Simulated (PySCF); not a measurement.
These 3 structures share the formula C2H2F2O. Method: PySCF, PBE0-D3(BJ)/def2-SVP geometry optimisation, gas phase. Energies are electronic, without zero-point or thermal terms, for one conformer each. No frequencies were run at this level. Point groups hold within 0.08 Å.

Task: Rank from lowest to highest electronic energy at this level (kJ/mol).
A. `O1CC1(F)F`
B. `[O:1]=[CH:2][CH:3]([F:4])[F:5]` with O1–C2–C3–F4 -120°
C. `F[C@@H]1O[C@@H]1F`

Result: B (0.0), A (29.2), C (54.0).

As drawn, the lowest has a C=O bond and two fluorines on one carbon, which the highest lacks; the highest has a three-membered ring, which the lowest lacks.

| SMILES | E (Eh) | E rel (kJ/mol) | dipole (D) | point group | A, B, C (MHz) |
| --- | --- | --- | --- | --- | --- |
| O=CC(F)F | -351.67197 | 0.0 | 0.48 | – | 9451, 3897, 3029 |
| FC1(F)CO1 | -351.66085 | 29.2 | 2.27 | Cs | 7998, 6020, 4477 |
| F[C@@H]1O[C@@H]1F | -351.65142 | 54.0 | 2.66 | Cs | 9262, 5185, 3878 |

Task: How do the relative energies change in single points at PBE0/pcSseg-1 (no added dispersion term) on the same geometries?

Result: 
```json
{"SMILES": "O=CC(F)F", "PBE0-D3(BJ)/def2-SVP (kJ/mol)": "0.0", "PBE0/pcSseg-1 (kJ/mol)": "0.0", "shift": "0.0"}
{"SMILES": "FC1(F)CO1", "PBE0-D3(BJ)/def2-SVP (kJ/mol)": "29.2", "PBE0/pcSseg-1 (kJ/mol)": "39.1", "shift": "+9.9"}
{"SMILES": "F[C@@H]1O[C@@H]1F", "PBE0-D3(BJ)/def2-SVP (kJ/mol)": "54.0", "PBE0/pcSseg-1 (kJ/mol)": "59.8", "shift": "+5.8"}
```

Each column counts from its own lowest isomer. The order is unchanged; the largest shift is 9.9 kJ/mol.
